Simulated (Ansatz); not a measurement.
# BHO (singlet): wave-function methods side by side at distance B1–H3 = 0.932 Å, 6-31G

Aim: climb from Hartree-Fock through coupled cluster and multireference methods for BHO (singlet) at one geometry and basis, and see what each rung misses.

Program: Ansatz 0.2.0, Gaussian basis. Level of theory: 6-31G, core rule «outside noble gas», up to 2 orbitals frozen. These are calculated values, not measurements.

Plan: UHF; CCSD(T) on RHF; BCCD(T) on RHF; CISD; CCSDT(Q) on RHF; CISDTQ; CCSDTQ on RHF; CASSCF and MRCISD+Q, 2 electrons in 2 orbitals; CASSCF and NEVPT2, 2 electrons in 2 orbitals; Full CI.

27 further runs of the same task are left out: 4 for a known fault of the program, 2 for a mislabelled method, 16 that didn't finish, 5 set aside as unsound or not needed.

### 1 The geometry

The geometry derives from a PBE0/def2-TZVP stationary point (not a proven minimum). One bond is set to the value named and the two fragments are kept rigid.

3 atoms, charge 0, spin multiplicity 1.

Atoms are counted from 1 here; the program's logs count them from 0.

Bond lengths: B1–O2 1.198 Å, B1–H3 0.932 Å. Angles: O2–B1–H3 180.0°.

### 2 UHF

The input, in.yaml:

```yaml
crystal:
  periodic: [false, false, false]
  atoms:
    - {symbol: B, position_ang: [0.000000, 0.000000, 0.088654]}
    - {symbol: O, position_ang: [0.000000, 0.000000, -1.109307]}
    - {symbol: H, position_ang: [0.000000, 0.000000, 1.020654]}
basis:
  gaussian: {orbitals: 6-31G}
magnetization: {spin_polarized: true, initial_magnetization: 0}
hamiltonian: {xc: hf}
output: {orbitals: {seedname: orbitals}}
```

Command:

```console
$ ansatz run in.yaml --threads 1 --pin off --events-out ev --progress --plain --max-ram 2393MiB
```

The runs that follow: CCSD(T) on RHF; BCCD(T) on RHF; CISD; CCSDT(Q) on RHF; CISDTQ; CCSDTQ on RHF; CASSCF and MRCISD+Q, 2 electrons in 2 orbitals; CASSCF and NEVPT2, 2 electrons in 2 orbitals; Full CI.

**Question.** What will the summary of the whole plan be? Wanted: FCI below the RHF energy; RMP2 from FCI; RCCSD from FCI; RCCSD(T) from FCI; RCCSDT(Q) from FCI; NEVPT2 pair from FCI; MRCISD+Q pair from FCI; T1 diagnostic; effectively unpaired electrons.

The runs gave:

| quantity | value |
| --- | --- |
| FCI below the RHF energy | -5.3600 eV |
| RMP2 from FCI | +194.1 meV |
| RCCSD from FCI | +207.0 meV |
| RCCSD(T) from FCI | +30.9 meV |
| RCCSDT(Q) from FCI | -3.8 meV |
| NEVPT2 pair from FCI | +189.6 meV |
| MRCISD+Q pair from FCI | +111.3 meV |
| levels within 1 kcal/mol (43 meV) | RCCSD(T), BCCD(T), RCCSDT, CISDTQ, RCCSDT(Q), RCCSDTQ |
| T1 diagnostic | 0.024 |
| effectively unpaired electrons | 0.06 |

What this shows: RCCSD(T) lands +30.9 meV from the yardstick (0.6 % of the correlation energy). RCCSDT(Q) falls below full CI, which methods that aren't variational can do. One determinant dominates. Of the multireference levels listed MRCISD+Q pair comes nearest in total energy (+111.3 meV), which doesn't show that its space is the better one. These misses are within one basis, not against nature.
